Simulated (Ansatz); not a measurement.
Process, species as SMILES: N#N (N2) + H+ → N#[NH+]
B3LYP-D3(BJ)/def2-TZVP geometries, fixed; electronic energies without zero-point terms; positive where energy is released.
Largest species:
```
N
N 1 1.0860
H 1 1.0380 2 180.00
```
Charge +1, spin multiplicity 1.

Basis-set convergence of the proton affinity at PBE0 with Ansatz (a first-principles code). Cartesian d functions, on some or all atoms, in 6-31G**; all else is spherical. The program fits the integrals of some runs and decomposes those of others, by size. No added dispersion term, no relativity. Functions are those of the species that has most. Reference: the value in pcseg-4, 123.85 kcal/mol, itself unsure by roughly 0.10 kcal/mol (its mean distance from aug-pcseg-3, aug-cc-pVQZ, cc-pV5Z). Deviations are taken from unrounded values.

```csv
basis,functions,proton affinity (kcal/mol),minus reference (kcal/mol)
STO-3G,11,134.21,10.36
3-21G,20,129.28,5.43
cc-pVDZ,33,125.07,1.22
6-31G**,35,124.44,0.59
def2-SVPD,48,123.28,-0.57
aug-pcseg-1,55,120.38,-3.47
pcseg-2,74,123.89,0.04
def2-TZVPPD,91,123.78,-0.07
aug-cc-pVQZ,206,123.79,-0.06
```
